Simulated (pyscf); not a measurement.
Structures and frequencies: ωB97X-D3(BJ)/def2-SVP in PySCF.

SMILES: [F][Nb]([OH])([Cl])([OH])[Cl]
```xyz
8

O     -1.6080    -0.4102    -1.4830
Nb    -0.5024     1.0560    -1.3186
O     -1.0818     1.3314     0.4394
F      0.5850     2.5751    -1.0445
Cl    -1.5343     2.1773    -3.0389
Cl     1.4017    -0.1751    -1.6866
H     -2.1875    -1.1721    -1.5579
H     -0.7009     2.0790     0.9241
```
Charge 0, spin multiplicity 1.

Problem. How much does it cost (ΔH, 298 K, ωB97M-D3(BJ)/def2-TZVP) to split HO–Nb(OH)(F)(Cl)–Cl at its F–Nb bond into [HO–Nb(OH)(Cl)–Cl]• + F•?

Solution. F–Nb to [HO–Nb(OH)(Cl)–Cl]• + F•: 457.4 kJ/mol. The 7 functionals that were run give +452.8 (M06-2X) to +518.4 kJ/mol (PBE). The radicals are drawn with the spin at the cut bond; how far it spreads was not checked. Other isomers of [HO–Nb(OH)(Cl)–Cl]• were not searched in full and may lie lower. Left out: the spin-orbit lowering of F. Open-shell species with a d-block atom are single-reference here; other states, and whether the spin sits on metal or ligand, were not checked. Elements past Kr carry the def2 core potentials, without spin-orbit coupling.
